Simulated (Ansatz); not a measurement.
## Which method gave which barrier?

Saddle point of Si$_{2}$H$_{7}$Cl, singlet (Si₂H₆ ([SiH3][SiH3]) + HCl → Si₂H₅Cl ([SiH3][SiH2][Cl]) + H₂; bonds formed: Si1–Cl7, H2–H6; bonds broken: Si1–H2, H6–Cl7), PBE0-D4/def2-TZVP structure:

| atom | x (Å) | y (Å) | z (Å) |
| --- | --- | --- | --- |
| Si1 | -0.8310 | -0.1071 | -0.3919 |
| H2 | -0.6519 | -1.7726 | -0.7868 |
| H3 | -1.4696 | 0.6336 | -1.4964 |
| H4 | -1.9798 | -0.7023 | 0.3747 |
| Si5 | 0.6911 | 0.7969 | 1.1210 |
| H6 | 0.0309 | -1.4505 | -1.2379 |
| Cl7 | 1.2081 | -0.2880 | -1.9039 |
| H8 | -0.0306 | 1.2652 | 2.3372 |
| H9 | 1.6200 | -0.2959 | 1.5003 |
| H10 | 1.4128 | 1.9206 | 0.4836 |

Computed with Ansatz 0.2.0 (basis: def2-TZVPP, with def2-QZVPP for the basis limit); correlated methods freeze the cores. Extrapolation: Hartree–Fock as exp(−7.88 √X), correlation as X^−2.97. Four methods, as single points on the PBE0-D4 structures, gave these electronic barriers from the start structure: 102.8, 133.5, 166.1, 207.4 kJ/mol.

(1) The methods were, in alphabetical order, CCSD(T), HF, r2SCAN-D4, SPW92. Which gave which? (A judgement: the text doesn't fix the answer.)

The T1 diagnostic stays at or below 0.013.

Answers

(1) Computed: SPW92 102.8; r2SCAN-D4 133.5; CCSD(T) 166.1; HF 207.4 kJ/mol. For comparison, CCSD(T) at an estimated basis limit (MP2 extrapolated from triple and quadruple zeta, plus CCSD(T) − MP2 in triple zeta) gives 153.7 kJ/mol.

Labels in which every atom is bracketed show which atoms are joined, not bond orders.

For scale, one of the runs: CCSD(T)/def2-TZVPP, 224 basis functions, launched by `ansatz run in.yaml --threads 4 --pin off --events-out ev --progress --plain --max-ram 9574MiB`. Hardware: 4 CPU threads of an Intel Xeon, shared host. Wall time 56 s; peak host memory 3.2 GiB.
